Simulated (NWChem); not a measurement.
Program: NWChem. System: HN, charge 0, spin multiplicity 3, at a geometry optimised with UB3LYP/def2-SVP. The structure started from a generated list of species. Its SCF solution wasn't tested for a lower state. Level: ROCCSD(T)/def2-TZVP, 1 core orbitals frozen.

The NWChem input:

```
start mol
memory heap 100 mb stack 700 mb global 1900 mb
geometry units angstroms nocenter noautoz
  N      0.000000     0.000000     0.131351
  H      0.000000     0.000000    -0.919456
  symmetry group C2v
end
basis spherical
  * library def2-tzvp
end
scf
  rohf
  nopen 2
  maxiter 100
  thresh 1e-7
  semidirect memsize 60000000 filesize 0
  # guess.movecs holds the orbitals of an unrestricted PBE0 run
  vectors input guess.movecs output mol.movecs
end
tce
  freeze core 1
  ccsd(t)
  2eorb
  2emet 13
  thresh 1e-6
  maxiter 100
  tilesize 24
end
task tce energy
```

Part of the output:

```
             Northwest Computational Chemistry Package (NWChem) 7.3.0
             --------------------------------------------------------

                                NWChem Input Module
                                -------------------

 Scaling coordinates for geometry "geometry" by  1.889725989
 (inverse scale =  0.529177249)

 Turning off AUTOSYM since
 SYMMETRY directive was detected!

                             Geometry "geometry" -> ""
                             -------------------------

 Output coordinates in angstroms (scale by  1.889725989 to convert to a.u.)

  No.       Tag          Charge          X              Y              Z
 ---- ---------------- ---------- -------------- -------------- --------------
    1 N                    7.0000     0.00000000     0.00000000     0.13135100
    2 H                    1.0000     0.00000000     0.00000000    -0.91945600

 Effective nuclear repulsion energy (a.u.)       3.5251390055

            Nuclear Dipole moment (a.u.)
            ----------------------------
        X                 Y               Z
 ---------------- ---------------- ----------------
     0.0000000000     0.0000000000     0.0000018897

      Symmetry information
      --------------------

 Group name             C2v
 Group number             16
 Group order               4
 No. of unique centers     2

      Symmetry unique atoms

     1    2


 Summary of "ao basis" -> "" (spherical)
 ------------------------------------------------------------------------------
       Tag                 Description            Shells   Functions and Types
 ---------------- ------------------------------  ------  ---------------------
 *                         def2-tzvp                  on all atoms

 Summary of "ao basis" -> "ao basis" (spherical)
 ------------------------------------------------------------------------------
       Tag                 Description            Shells   Functions and Types
 ---------------- ------------------------------  ------  ---------------------
 N                         def2-tzvp                11       31   5s3p2d1f
 H                         def2-tzvp                 4        6   3s1p

                                 NWChem SCF Module
                                 -----------------

  ao basis        = "ao basis"
  functions       =    37
  atoms           =     2
  closed shells   =     3
  open shells     =     2
  charge          =   0.00
  wavefunction    = ROHF
  use symmetry    = T
  symmetry adapt  = T

 Summary of "ao basis" -> "ao basis" (spherical)
 ------------------------------------------------------------------------------
       Tag                 Description            Shells   Functions and Types
 ---------------- ------------------------------  ------  ---------------------
 N                         def2-tzvp                11       31   5s3p2d1f
 H                         def2-tzvp                 4        6   3s1p

      Symmetry analysis of basis
      --------------------------

        a1         18
        a2          3
        b1          8
        b2          8

 Forming initial guess at       0.1s

      Symmetry analysis of molecular orbitals - initial
      -------------------------------------------------

  Numbering of irreducible representations:

     1 a1          2 a2          3 b1          4 b2

  Orbital symmetries:

     1 a1          2 a1          3 a1          4 b1          5 b2
     6 a1          7 a1          8 b1          9 b2         10 a1
    11 a1         12 b2         13 b1         14 a2         15 a1

 Starting SCF solution at       0.1s

 ----------------------------------------------
         Quadratically convergent ROHF

 Convergence threshold     :          1.000E-07
 Maximum no. of iterations :          100
 Final Fock-matrix accuracy:          1.000E-09
 ----------------------------------------------

              iter       energy          gnorm     gmax       time
             ----- ------------------- --------- --------- --------
                 1      -54.9653579002  5.20D-01  2.56D-01      0.2
                 2      -54.9740040950  7.94D-02  2.37D-02      0.2
                 3      -54.9745430229  3.63D-03  1.37D-03      0.2
                 4      -54.9745454753  7.64D-06  3.34D-06      0.3
                 5      -54.9745454753  2.33D-09  1.01D-09      0.3

       Final ROHF results
       ------------------

         Total SCF energy =    -54.974545475280
      One-electron energy =    -81.532409022429
      Two-electron energy =     23.032724541605
 Nuclear repulsion energy =      3.525139005543

        Time for solution =      0.2s

       Symmetry analysis of molecular orbitals - final
       -----------------------------------------------

  Numbering of irreducible representations:

     1 a1          2 a2          3 b1          4 b2

  Orbital symmetries:

     1 a1          2 a1          3 a1          4 b1          5 b2
     6 a1          7 a1          8 a1          9 b2         10 b1
    11 a1         12 b2         13 b1         14 a1         15 a2

             Final eigenvalues
             -----------------

              1
    1  -15.6114
    2   -1.0374
    3   -0.5472
    4   -0.1772
    5   -0.1772
    6    0.1496
    7    0.4477
    8    0.4890
    9    0.4954
   10    0.4954
   11    0.6472
   12    1.1809
   13    1.1809
   14    1.2673
   15    1.2673

                       ROHF Final Molecular Orbital Analysis
                       -------------------------------------

 Vector    3  Occ=2.000000D+00  E=-5.471858D-01  Symmetry=a1
              MO Center= -6.7D-16, -3.2D-15,  8.2D-02, r^2= 9.5D-01
   Bfn.  Coefficient  Atom+Function         Bfn.  Coefficient  Atom+Function
  ----- ------------  ---------------      ----- ------------  ---------------
     8      0.352787  1 N  pz                11      0.307913  1 N  pz
    33     -0.250953  2 H  s                  4      0.220367  1 N  s
     5      0.220597  1 N  s                 14      0.162390  1 N  pz
     3      0.153345  1 N  s

 Vector    4  Occ=1.000000D+00  E=-1.771979D-01  Symmetry=b1
              MO Center= -2.0D-16,  2.2D-18,  1.0D-01, r^2= 7.5D-01
   Bfn.  Coefficient  Atom+Function         Bfn.  Coefficient  Atom+Function
  ----- ------------  ---------------      ----- ------------  ---------------
     6      0.470886  1 N  px                 9      0.448956  1 N  px
    12      0.266272  1 N  px

 Vector    5  Occ=1.000000D+00  E=-1.771979D-01  Symmetry=b2
              MO Center= -2.7D-20,  1.8D-15,  1.0D-01, r^2= 7.5D-01
   Bfn.  Coefficient  Atom+Function         Bfn.  Coefficient  Atom+Function
  ----- ------------  ---------------      ----- ------------  ---------------
     7      0.470886  1 N  py                10      0.448956  1 N  py
    13      0.266272  1 N  py

 Vector    6  Occ=0.000000D+00  E= 1.496257D-01  Symmetry=a1
              MO Center= -1.7D-17,  9.3D-17, -1.4D+00, r^2= 2.9D+00
   Bfn.  Coefficient  Atom+Function         Bfn.  Coefficient  Atom+Function
  ----- ------------  ---------------      ----- ------------  ---------------
    34      2.267293  2 H  s                  5     -1.377508  1 N  s
    14      0.743432  1 N  pz                33     -0.258219  2 H  s
     8      0.164211  1 N  pz                 3     -0.158726  1 N  s

 Vector    7  Occ=0.000000D+00  E= 4.477454D-01  Symmetry=a1
              MO Center= -2.6D-17,  1.8D-16,  7.1D-01, r^2= 2.8D+00
   Bfn.  Coefficient  Atom+Function         Bfn.  Coefficient  Atom+Function
  ----- ------------  ---------------      ----- ------------  ---------------
     5      2.364225  1 N  s                  4     -1.946318  1 N  s
    34     -0.899760  2 H  s                 14      0.481643  1 N  pz
    33      0.392880  2 H  s                 11     -0.278072  1 N  pz
     3      0.174736  1 N  s

 Vector    8  Occ=0.000000D+00  E= 4.890153D-01  Symmetry=a1
              MO Center= -5.4D-16,  2.7D-15, -2.7D-01, r^2= 2.5D+00
   Bfn.  Coefficient  Atom+Function         Bfn.  Coefficient  Atom+Function
  ----- ------------  ---------------      ----- ------------  ---------------
     5      2.290726  1 N  s                 33     -1.964401  2 H  s
    14     -1.630629  1 N  pz                34     -0.583556  2 H  s
     4     -0.539447  1 N  s                 11     -0.256468  1 N  pz
    22      0.171885  1 N  d  0

 center of mass
 --------------
 x =   0.00000000 y =   0.00000000 z =   0.11489585

 moments of inertia (a.u.)
 ------------------
           3.707194617226           0.000000000000           0.000000000000
           0.000000000000           3.707194617226           0.000000000000
           0.000000000000           0.000000000000           0.000000000000

  Mulliken analysis of the total density
  --------------------------------------

    Atom       Charge   Shell Charges
 -----------   ------   -------------------------------------------------------
    1 N    7     7.22   0.82  1.15  0.62  0.97  0.33  1.27  1.42  0.62  0.00  0.02  0.00
    2 H    1     0.78   0.25  0.43  0.06  0.03

 Mulliken analysis of the open-shell density
 -------------------------------------------

    Atom       Charge   Shell Charges
 -----------   ------   -------------------------------------------------------
    1 N    7     1.99   0.00 -0.00  0.00  0.00  0.00  0.77  0.84  0.38  0.00  0.00 -0.00
    2 H    1     0.01   0.00  0.00  0.00  0.01

       Multipole analysis of the density wrt the origin
       ------------------------------------------------

     L   x y z        total         open         nuclear
     -   - - -        -----         ----         -------
     0   0 0 0     -0.000000     -2.000000      8.000000

     1   1 0 0      0.000000      0.000000      0.000000
     1   0 1 0      0.000000     -0.000000      0.000000
     1   0 0 1     -0.654691     -0.391729      0.000002

     2   2 0 0     -4.667115     -2.127848      0.000000
     2   1 1 0      0.000000      0.000000      0.000000
     2   1 0 1      0.000000     -0.000000      0.000000
     2   0 2 0     -4.667115     -2.127848      0.000000
     2   0 1 1      0.000000     -0.000000      0.000000
     2   0 0 2     -4.328252     -1.169915      3.450259

                   NWChem Extensible Many-Electron Theory Module
                   ---------------------------------------------


            General Information
            -------------------
      Number of processors :     1
         Wavefunction type : Restricted open-shell Hartree-Fock
          No. of electrons :     8
           Alpha electrons :     5
            Beta electrons :     3
           No. of orbitals :    74
            Alpha orbitals :    37
             Beta orbitals :    37
        Alpha frozen cores :     1
         Beta frozen cores :     1
     Alpha frozen virtuals :     0
      Beta frozen virtuals :     0
         Spin multiplicity : triplet
    Number of AO functions :    37
       Number of AO shells :    15
        Use of symmetry is : on
      Symmetry adaption is : on
         Schwarz screening : 0.10D-09

          Correlation Information
          -----------------------
          Calculation type : Coupled-cluster singles & doubles w/ perturbation
   Perturbative correction : (T)
            Max iterations :      100
        Residual threshold : 0.10D-05
     T(0) DIIS level shift : 0.00D+00
     L(0) DIIS level shift : 0.00D+00
     T(1) DIIS level shift : 0.00D+00
     L(1) DIIS level shift : 0.00D+00
     T(R) DIIS level shift : 0.00D+00
     T(I) DIIS level shift : 0.00D+00
   CC-T/L Amplitude update :  5-th order DIIS
                I/O scheme : Global Array Library
        L-threshold :  0.10D-05
        EOM-threshold :  0.10D-05
 no EOMCCSD initial starts read in
 TCE RESTART OPTIONS
 SLICE:      F
 D4D5:       F
 quantumc:   F
 qrotation:  F
 pwtce:      F
 qducc:      F
 nacto:                         0
 nrotv:                         0
 nrot:                          0

            Memory Information
            ------------------
          Available GA space size is     249034062 doubles
          Available MA space size is     104854620 doubles

 Maximum block size supplied by input
 Maximum block size        24 doubles

 tile_dim =     15

 -------------------------------------------------

 Global array virtual files algorithm will be used

 Parallel file system coherency ......... OK

 4-electron integrals stored in orbital form

 v2    file size   =           147617
 4-index algorithm nr.  13 is used
 imaxsize =       30
 imaxsize ichop =        0


CCSD iterations
 ---------------------------------------------------------
 Iter          Residuum       Correlation     Cpu    Wall
 ---------------------------------------------------------
    1   0.0948021211311  -0.1506199947004     0.1     0.1
    2   0.0237954255583  -0.1573386305516     0.1     0.1
    3   0.0084680673225  -0.1596297159284     0.1     0.1
    4   0.0034284834155  -0.1601263157240     0.1     0.1
    5   0.0014855628373  -0.1603369240912     0.1     0.1
    6   0.0004076531639  -0.1604427056001     0.1     0.1
    7   0.0001540621191  -0.1604637766674     0.1     0.1
    8   0.0000810189421  -0.1604641300103     0.1     0.1
    9   0.0000448717594  -0.1604646092580     0.1     0.1
   10   0.0000261615834  -0.1604652173063     0.1     0.1
   11   0.0000059922099  -0.1604657983813     0.1     0.1
   12   0.0000023635831  -0.1604658335688     0.1     0.1
   13   0.0000012095999  -0.1604658734134     0.1     0.1
   14   0.0000006507867  -0.1604658588169     0.1     0.1
 -----------------------------------------------------------------
 Iterations converged
 CCSD correlation energy / hartree =        -0.160465858816860
 CCSD total energy / hartree       =       -55.135011334097321

 Singles contributions

 Doubles contributions
 CCSD(T)
 Using plain CCSD(T) code
             total no. of tasks          213
 total no. of tasks / no. procs          213
                         wl_min           24           1.7
                         wl_max        27000           5.5
        thresh for no. of tasks          213

 CCSD[T]  correction energy / hartree =        -0.004002423499951
 CCSD[T] correlation energy / hartree =        -0.164468282316810
 CCSD[T] total energy / hartree       =       -55.139013757597269
 CCSD(T)  correction energy / hartree =        -0.003982070818257
 CCSD(T) correlation energy / hartree =        -0.164447929635117
 CCSD(T) total energy / hartree       =       -55.138993404915581

 Task  times  cpu:        2.5s     wall:        2.5s

 Total times  cpu:        2.5s     wall:        2.5s
```
